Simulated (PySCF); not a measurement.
Species, as SMILES: OCl (OH-Cl).
Geometry (B3LYP-D3(BJ)/def2-TZVP, fixed):
```xyz
3

O      0.0220     1.1044    -0.0012
H     -0.9233     1.3146     0.0160
Cl     0.0439    -0.5970    -0.0004
```
Charge 0, spin multiplicity 1.

Basis-set convergence of the lowest singlet excitation energy at PBE0 with PySCF. Tamm-Dancoff approximation; the state is taken by its order, and sets in which it differs in degeneracy or brightness are left out, yet its character can still change. All functions are spherical. Density fitting with generated auxiliary sets. No added dispersion term, no relativity. Reference: the value in aug-pcseg-3, 4.053 eV, itself unsure by roughly 0.008 eV (its mean distance from aug-cc-pV(Q+d)Z, aug-pcseg-2, aug-cc-pV(T+d)Z). Deviations are taken from unrounded values. Cost is core time over that of aug-cc-pV(D+d)Z, rough, on shared machines of one kind; a dash marks a row that isn't timed (too short, read off another run, short of memory, by another algorithm or on other hardware).

```
basis            functions  lowest singlet excitation energy (eV)  minus reference (eV)  cost
---------------  ---------  -------------------------------------  --------------------  ----
def2-SVP                37                                  4.230                 0.177     -
pcseg-1                 37                                  4.139                 0.086     -
cc-pV(D+d)Z             42                                  4.085                 0.032     -
def2-SVPD               58                                  4.090                 0.037  0.6×
aug-cc-pV(D+d)Z         64                                  4.021                -0.032    1×
def2-TZVP               74                                  4.098                 0.045    1×
pcseg-2                 78                                  4.119                 0.066    1×
def2-TZVPP              87                                  4.100                 0.047    1×
def2-TZVPD              95                                  4.049                -0.003    2×
jun-cc-pV(T+d)Z        101                                  4.050                -0.002    2×
def2-TZVPPD            108                                  4.051                -0.002    3×
aug-pcseg-2            119                                  4.072                 0.019    4×
aug-cc-pV(T+d)Z        124                                  4.053                 0.001    4×
cc-pV(Q+d)Z            149                                  4.085                 0.032    4×
def2-QZVPP             157                                  4.078                 0.025    5×
pcseg-3                157                                  4.069                 0.016    7×
def2-QZVPPD            178                                  4.054                 0.002   10×
aug-pcseg-3            223                                  4.053                 0.000   20×
```
